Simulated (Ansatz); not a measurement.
# C₂H₄FNO: one species, many methods

The task here is to estimate one member of a computed series from the others.

Method: functionals in def2-TZVPP, the program's frozen cores in correlated methods; program: Ansatz 0.2.0, Gaussian basis.

Plan: LDA (SPW92), PBE-D4, revPBE-D4, BLYP-D4, r2SCAN-D4, B97M-V, PBE0-D4, B3LYP-D4, r2SCANh-D4, r2SCAN0-D4, HSE06-D4, BHLYP-D4, CAM-B3LYP-D4, LC-ωPBE, ωB97X-V, ωB97M-V, B2PLYP, PBE-QIDH; CCSD(T)/def2-SVP; CCSD(T)/def2-TZVPP; MP2/def2-QZVPP; extrapolation to the limit; RPA on PBE.

## The relaxed structure

All runs share one geometry, relaxed beforehand with PBE0-D4 in a triple-zeta def2 set.

SMILES `N/C(F)=C\O`, 9 atoms, charge 0, spin multiplicity 1.

Atoms are counted from 1 here; the program's logs count them from 0.

Bond lengths: N1–C2 1.390 Å, N1–H6 1.013 Å, N1–H7 1.013 Å, C2–F3 1.357 Å, C2–C4 1.327 Å, C4–O5 1.350 Å, C4–H8 1.081 Å, O5–H9 0.968 Å. Angles: C2–N1–H6 113.1°, C2–N1–H7 113.1°, H6–N1–H7 108.9°, N1–C2–F3 117.3°, N1–C2–C4 122.8°, F3–C2–C4 119.8°, C2–C4–O5 123.2°, C2–C4–H8 122.3°, O5–C4–H8 114.5°, C4–O5–H9 106.2°.

The first run:

File in.yaml:

```yaml
crystal:
  periodic: [false, false, false]
  atoms:
    - {symbol: N, position_ang: [0.308573, 1.167209, -0.253075]}
    - {symbol: C, position_ang: [0.565269, -0.187900, -0.077324]}
    - {symbol: F, position_ang: [1.843914, -0.607542, -0.251256]}
    - {symbol: C, position_ang: [-0.378492, -1.062436, 0.247314]}
    - {symbol: O, position_ang: [-1.670366, -0.719863, 0.436565]}
    - {symbol: H, position_ang: [0.502942, 1.489174, -1.193888]}
    - {symbol: H, position_ang: [0.807546, 1.754285, 0.404905]}
    - {symbol: H, position_ang: [-0.169938, -2.114905, 0.382001]}
    - {symbol: H, position_ang: [-1.721046, 0.235777, 0.287657]}
basis:
  gaussian: {orbitals: def2-TZVPP}
hamiltonian: {xc: lda}
output: {orbitals: {seedname: orbitals}}
```

On the command line:

```sh
> ansatz run in.yaml --threads 2 --pin off --events-out ev --progress --plain --max-ram 4352MiB
```

Steps of the session up to this table: LDA; PBE-D4 (GGA); revPBE-D4 (GGA); BLYP-D4 (GGA); r2SCAN-D4 (meta-GGA); B97M-V (meta-GGA); B3LYP-D4 (hybrid); r2SCANh-D4 (hybrid); r2SCAN0-D4 (hybrid); HSE06-D4 (hybrid); BHLYP-D4 (hybrid); CAM-B3LYP-D4 (range-separated); LC-ωPBE (range-separated); ωB97X-V (range-separated); ωB97M-V (range-separated); B2PLYP (double hybrid); PBE-QIDH (double hybrid).

One table of the session follows, with a row left open; its other results are not shown here.

It belongs to the step «Frontier levels by functional». 

```
  functional  HOMO (eV)  LUMO (eV)  gap (eV)
 LDA (SPW92)      -5.26      -0.28      4.98
      PBE-D4      -5.07      -0.08      4.99
   revPBE-D4      -5.00      -0.03      4.96
     BLYP-D4      -4.98      -0.15      4.82
   r2SCAN-D4      -5.28       0.23      5.52
      B97M-V          ?          ?         ?
     PBE0-D4      -6.37       0.75      7.12
    B3LYP-D4      -6.19       0.36      6.54
  r2SCANh-D4      -5.78       0.60      6.38
  r2SCAN0-D4      -6.52       1.15      7.67
    HSE06-D4      -5.97       0.38      6.35
    BHLYP-D4      -7.59       1.30      8.89
CAM-B3LYP-D4      -7.78       1.46      9.24
     LC-ωPBE      -9.08       2.83     11.91
     ωB97X-V      -8.72       2.63     11.34
     ωB97M-V      -8.63       2.13     10.76
```

**Question.** Estimate the row for B97M-V.

The run gave: HOMO (eV): -5.35; LUMO (eV): 0.16; gap (eV): 5.51. In the column «HOMO (eV)» it lies between r2SCANh-D4 (-5.78) and r2SCAN-D4 (-5.28).
